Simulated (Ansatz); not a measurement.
# FH4Si2: the cost of one run

Computed with Ansatz 0.2.0, driven from Python. The levels of theory stand in the script.

### Step 1. Starting point

Bond lengths: F1–Si2 1.631 Å, Si2–Si3 2.294 Å, Si2–H4 1.420 Å, Si3–H5 1.492 Å, Si3–H6 1.484 Å, Si3–H7 1.550 Å. Angles: F1–Si2–Si3 112.3°, F1–Si2–H4 111.7°, Si3–Si2–H4 110.0°, Si2–Si3–H5 110.4°, Si2–Si3–H6 113.2°, Si2–Si3–H7 110.1°, H5–Si3–H6 109.3°, H5–Si3–H7 105.9°, H6–Si3–H7 107.6°.

Input file fh4si2.xyz:

```xyz
7

F    -0.38650   -2.04610    1.29750
Si   -0.31960   -1.35680   -0.17880
Si    0.41640    0.81400   -0.09280
H    -1.57230   -1.41890   -0.84490
H     0.57520    1.36330   -1.47130
H    -0.47570    1.70350    0.69070
H     1.82380    0.87290    0.55390
```

### Step 2. Script

File basis_fh4si2.py:

```python
import ansatz as az


def main() -> None:
    geometry = az.Crystal.molecule_from_extxyz('fh4si2.xyz')

    calc = geometry.calculation()
    calc = calc.correlation('MP2')
    calc = calc.spin('collinear', total=1)

    energies = {}
    for basis in ['cc-pVDZ', 'cc-pVTZ']:
        data = calc.basis(gaussian=basis).run(threads=1).report
        size = data['n_frozen'] + data['n_occupied'][0] + data['n_virtual'][0]
        energies[basis] = (data['reference_energy_ev'] / 27.211386246, data['free_energy_ev'] / 27.211386246)
        print(f'{basis:14s} {size:4d} orbitals  reference {energies[basis][0]:14.6f} Ha  total {energies[basis][1]:14.6f} Ha')

    small, large = (energies[b][1] - energies[b][0] for b in ('cc-pVDZ', 'cc-pVTZ'))
    limit = (3 ** 3 * large - 2 ** 3 * small) / (3 ** 3 - 2 ** 3)
    print(f'correlation energy: {small:.6f} and {large:.6f} Ha, extrapolated {limit:.6f} Ha')
    print(f'share caught by the larger set: {100 * large / limit:.1f} %')


if __name__ == '__main__':
    main()
```

### Step 3. The calls as engine input

The package turns the script's settings into the engine's input (first run):

```yaml
crystal:
  periodic: [false, false, false]
  atoms:
    - { symbol: F, position_ang: [-0.3865, -2.0461, 1.2975] }
    - { symbol: Si, position_ang: [-0.3196, -1.3568, -0.1788] }
    - { symbol: Si, position_ang: [0.4164, 0.814, -0.0928] }
    - { symbol: H, position_ang: [-1.5723, -1.4189, -0.8449] }
    - { symbol: H, position_ang: [0.5752, 1.3633, -1.4713] }
    - { symbol: H, position_ang: [-0.4757, 1.7035, 0.6907] }
    - { symbol: H, position_ang: [1.8238, 0.8729, 0.5539] }
basis:
  gaussian:
    orbitals: cc-pVDZ
magnetization:
  spin_polarized: true
  initial_magnetization: 1.0
correlation:
  method: mp2
```

### Step 4. The run

Run with:

```console
python basis_fh4si2.py
```

What time and memory should one allow on 1 thread of Arm Neoverse V1, shared host?

About 4.9 s, with a peak of 0.36 GiB.
